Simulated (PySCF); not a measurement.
**Heteronuclear NMR**

Geometry:
```tsv
atom	x (Å)	y (Å)	z (Å)
N1	1.355	0.472	0.783
C2	0.352	0.454	-0.237
C3	-1.082	0.286	0.138
C4	-0.389	-0.790	-0.658
H5	1.047	-0.048	1.601
H6	2.206	0.019	0.454
H7	0.552	1.178	-1.036
H8	-1.836	0.906	-0.354
H9	-1.305	0.076	1.189
H10	-0.660	-0.918	-1.710
H11	-0.142	-1.721	-0.139
```

Computational details: GIAO PBE0/pcSseg-1 shieldings, spin–spin couplings from B3LYP/pcJ-1 (spin–dipole term only in couplings to heteroatoms), structure optimised with PBE0-D3(BJ)/def2-SVP, in PySCF 2.14.0 with density-fitted response routines (one conformer, non-relativistic Hamiltonian, no solvent model, fast rotation and ring inversion assumed for equivalent nuclei).

Where does $^{15}$N resonate?

Answers


```json
{"atoms": "N1", "environment": "amine nitrogen", "σ (ppm)": "219.0", "δ (ppm)": "-350.9"}
```

Shieldings were converted by a linear fit to measured shifts: $^{15}$N (scatter 7.2 ppm rms vs CH3NO2, solution or neat liquid). Occasional misses reach two or three times the rms, and more in compound classes unlike the fitted ones. Couplings are scaled by factors fitted to measured values: $^{2}J$(H,H) × 0.91 (rms 0.6 Hz), $^{3}J$(H,H) × 0.91 (rms 0.4 Hz, 0.5 with 2 outliers); all others are unscaled and can be 10–30 % off.

Couplings (the largest are listed; each averaged over equivalent pairs): $^{1}J$(N1,C2) = -5.2 Hz, $^{2}J$(N1,H7) = -9.1 Hz, $^{3}J$(N1,H9) = -2.2 Hz. Signs are for $^{15}$N, whose magnetogyric ratio is negative.

On a 500 MHz spectrometer $^{15}$N resonates near 50.7 MHz, so 1 ppm is 50.7 Hz.
